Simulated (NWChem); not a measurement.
System: AlF$_{3}$; SMILES [F][Al]([F])[F]

Results from NWChem. Pople sets run with spherical d functions. Structure relaxed at the B3LYP/6-31G* (spherical d) level.

**Question.** Taking Hartree-Fock/6-311++G** as the yardstick, which of these has the fewest basis functions while keeping “highest occupied level (eV)” within 0.1 eV of it: Hartree-Fock/6-311G**; Hartree-Fock/STO-3G; Hartree-Fock/3-21G; Hartree-Fock/6-31+G*; Hartree-Fock/6-31G*?

**Answer.** Hartree-Fock/6-31+G* (a larger set in the list lies outside the tolerance).
```json
[
 {"level": "Hartree-Fock/STO-3G", "basis functions": "24", "highest occupied level (eV)": "-10.25"},
 {"level": "Hartree-Fock/3-21G", "basis functions": "40", "highest occupied level (eV)": "-16.31"},
 {"level": "Hartree-Fock/6-31G*", "basis functions": "60", "highest occupied level (eV)": "-16.89"},
 {"level": "Hartree-Fock/6-31+G*", "basis functions": "76", "highest occupied level (eV)": "-17.31"},
 {"level": "Hartree-Fock/6-311G**", "basis functions": "80", "highest occupied level (eV)": "-17.13"},
 {"level": "Hartree-Fock/6-311++G**", "basis functions": "96", "highest occupied level (eV)": "-17.35"}
]
```

The yardstick is one finite set, not the basis-set limit.
